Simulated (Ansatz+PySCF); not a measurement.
# triplet B₂: levels of theory in one basis

```xyz
2

B     0.0000    0.0000   -0.7840
B     0.0000    0.0000    0.7840
```

Basis set: cc-pVTZ (spherical functions). Left uncorrelated: 2 orbitals. Correlation on ROHF uses semicanonical orbitals with singles. Charge 0, multiplicity 3.

Computed with Ansatz (development build ahead of 0.2.0); each method stands on the lowest determinant of its kind that the runs found.

| method | E − E(ROHF) (eV) | <S²> of the determinant |
| --- | --- | --- |
| ROHF | 0.00 | 2.00 |
| UHF | -1.26 | 2.91 |
| ROHF-MP2 | -3.02 | – |
| UHF-MP2 | -3.91 | 2.91 |
| UHF-CCSD | -4.77 | 2.91 |
| UHF-CCSD(T) | -5.04 | 2.91 |

(1) Is a single determinant a sound starting point here?

Answers

(1) It is doubtful. Unrestricted orbitals lower Hartree–Fock by 1.26 eV and <S²> is 2.91 where a pure state has 2.00, a sign of strong static correlation.

Caution: the determinant breaks the point group. Caution for ROHF, ROHF-MP2: an unrestricted determinant lies well below. Caution for UHF, UHF-MP2, UHF-CCSD, UHF-CCSD(T): the unrestricted determinant is a mixture of spin states. Caution for ROHF-MP2, UHF-MP2: forces differ strongly between restricted and unrestricted references. Caution for ROHF-MP2, UHF-MP2, UHF-CCSD(T): another reference gives a lower total. Caution for UHF-MP2, UHF-CCSD, UHF-CCSD(T): large share of triples, a single reference is doubtful.
